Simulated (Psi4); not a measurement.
# NOF (nitrosyl fluoride) at CC2/def2-TZVPP

Aim: the energy change on altering one bond length of NOF (nitrosyl fluoride) at CC2/def2-TZVPP, from 2 runs. Input form: a Python script.

The calculation is run with Psi4 1.11.

1 further run of the same task is left out (set aside as unsound or not needed).

## (1) The structure to begin with

NOF: 3 atoms, total charge 0, spin state singlet. As SMILES, `O=NF`. The coordinates come from a GFN2-xTB relaxation.

Bond lengths: O1–N2 1.139 Å, N2–F3 1.492 Å. Angles: O1–N2–F3 111.3°.

## (2) A single-point energy at CC2/def2-TZVPP

Contents of calc.py:

```python
import psi4

psi4.set_memory(1600000000)
psi4.set_num_threads(1)
psi4.set_output_file('output.dat', False)

m = psi4.geometry("""
0 1
O      0.881240     0.243070     0.511850
N      0.147270    -0.481640     0.029090
F     -1.028520     0.238580    -0.540950
""")

psi4.set_options({
    'freeze_core': True,
    'scf_type': 'pk',
})

e_tot, wfn = psi4.energy("cc2/def2-TZVPP", return_wfn=True)
print('E =', round(e_tot, 9))
```

On the command line:

```sh
$ python calc.py
```

output.dat:

```text
[...]
  Running in cs symmetry.
[...]
  Nuclear repulsion =   65.836732024510070
[...]
  Multiplicity = 1
[...]
  Nalpha       = 12
  Nbeta        = 12
[...]
    Number of basis functions: 93
[...]
   @RHF iter   1:  -228.63391899054164   -7.40483e-01   6.78413e-03 ADIIS/DIIS
[...]
   @RHF iter  13:  -228.71888950947363   -8.95284e-12   8.13875e-09 DIIS
[...]
    Orbital Energies [Eh]
    ---------------------
    Doubly Occupied:
       1Ap   -26.305414     2Ap   -20.737527     3Ap   -15.862509
       4Ap    -1.696813     5Ap    -1.559634     6Ap    -0.992125
       7Ap    -0.804906     8Ap    -0.783049     1App   -0.741886
       9Ap    -0.631654     2App   -0.622532    10Ap    -0.515990
[...]
  @RHF Final Energy:  -228.71888950947363
   => Energetics <=
    Nuclear Repulsion Energy =             65.8367320245100700
    One-Electron Energy =                -446.6031661815719644
    Two-Electron Energy =                 152.0475446475882677
    Total Energy =                       -228.7188895094736267
[...]
 Multipole Moments:
 ------------------------------------------------------------------------------------
     Multipole            Electronic (a.u.)      Nuclear  (a.u.)        Total (a.u.)
 ------------------------------------------------------------------------------------
 L = 1.  Multiply by 2.5417464519 to convert [e a0] to [Debye]
 Dipole X            :         -0.4436012            1.0280149            0.5844137
 Dipole Y            :         -0.0778374           -0.1911438           -0.2689812
 Dipole Z            :          0.0000000            0.0000000            0.0000000
 Magnitude           :                                                    0.6433430
[...]
      * MP2 total energy                      = -229.413747318281594
[...]
```

The script printed:

```text
E = -229.436081716
```

Wall time 9.3 s (1 thread of Intel Xeon 6975P-C (Granite Rapids), shared host); peak memory 0.55 GiB.

## (3) The distorted shape at the same level

Contents of fno.xyz:

```xyz
3
FNO
O      1.615213     0.967783     0.994612
N      0.147270    -0.481640     0.029090
F     -1.028520     0.238580    -0.540950
```

Contents of job.py:

```python
import psi4

psi4.set_memory('1600 MB')
psi4.set_num_threads(1)
psi4.set_output_file('run.log', False)

with open('fno.xyz') as f:
    atoms = ''.join(f.readlines()[2:])
m = psi4.geometry('0 1\n' + atoms + '')

psi4.set_options({
    'reference': 'rhf',
    'freeze_core': True,
    'scf_type': 'pk',
})

energy_value = psi4.energy('cc2/def2-TZVPP')
print('E =', round(energy_value, 9))
```

On the command line:

```sh
$ python job.py
```

run.log:

```text
[...]
  Running in cs symmetry.
[...]
  Nuclear repulsion =   47.476742895946195
[...]
  Multiplicity = 1
[...]
  Nalpha       = 12
  Nbeta        = 12
[...]
    Number of basis functions: 93
[...]
   @RHF iter   1:  -227.28597336533261   -6.69942e-01   1.64973e-02 DIIS/ADIIS
[...]
   @RHF iter  23:  -228.40975373572041   -5.88329e-12   8.32926e-09 DIIS
[...]
    Orbital Energies [Eh]
    ---------------------
    Doubly Occupied:
       1Ap   -26.376543     2Ap   -20.684729     3Ap   -15.821899
       4Ap    -1.635333     5Ap    -1.248012     6Ap    -1.070172
       7Ap    -0.733313     1App   -0.698582     8Ap    -0.676465
       2App   -0.564950     9Ap    -0.564649    10Ap    -0.523204
[...]
  @RHF Final Energy:  -228.40975373572041
   => Energetics <=
    Nuclear Repulsion Energy =             47.4767428959461952
    One-Electron Energy =                -410.5772866134479955
    Two-Electron Energy =                 134.6907899817813927
    Total Energy =                       -228.4097537357204146
[...]
 Multipole Moments:
 ------------------------------------------------------------------------------------
     Multipole            Electronic (a.u.)      Nuclear  (a.u.)        Total (a.u.)
 ------------------------------------------------------------------------------------
 L = 1.  Multiply by 2.5417464519 to convert [e a0] to [Debye]
 Dipole X            :         -1.2038893            1.3013978            0.0975085
 Dipole Y            :         -0.3822063            0.0360819           -0.3461244
 Dipole Z            :          0.0000000            0.0000000            0.0000000
 Magnitude           :                                                    0.3595970
[...]
      * MP2 total energy                      = -229.004620116059556
[...]
```

On the terminal:

```text
E = -229.045662635
```

Run time: 15 s. Hardware: 1 thread of Intel Xeon 6975P-C (Granite Rapids), shared host; peak memory 0.55 GiB.

## (4) What came out

Level: CC2/def2-TZVPP, 3 core orbitals frozen.

| quantity | value |
| --- | --- |
| first shape: ground-state or mean-field energy | -229.43608 Eh |
| first shape: HOMO energy (Hartree–Fock orbitals) | -14.04 eV |
| first shape: LUMO energy (Hartree–Fock orbitals) | 1.47 eV |
| first shape: HOMO–LUMO gap (Hartree–Fock orbitals) | 15.51 eV |
| first shape: correlation energy (3 core orbitals frozen) | -717.2 mEh |
| first shape: T1 diagnostic | 0.034 |
| distorted shape: ground-state or mean-field energy | -229.04566 Eh |
| distorted shape: HOMO energy (Hartree–Fock orbitals) | -14.24 eV |
| distorted shape: LUMO energy (Hartree–Fock orbitals) | -0.83 eV |
| distorted shape: HOMO–LUMO gap (Hartree–Fock orbitals) | 13.41 eV |
| distorted shape: correlation energy (3 core orbitals frozen) | -635.9 mEh |
| distorted shape: T1 diagnostic | 0.078 |
| energy change with the O1–N2 bond stretched from 1.139 to 2.278 Å | 10.624 eV |

With the O1–N2 bond stretched from 1.139 to 2.278 Å the energy rises by 10.62 eV (245 kcal/mol). The first shape isn't relaxed at this level, so the change isn't measured from a minimum. A restricted reference can't describe the breaking bond well at this length. The T1 diagnostic (first shape) of 0.034 is above the customary mark for such species, so a single reference may not serve. The T1 diagnostic (distorted shape) of 0.078 is above the customary mark for such species, so a single reference may not serve.
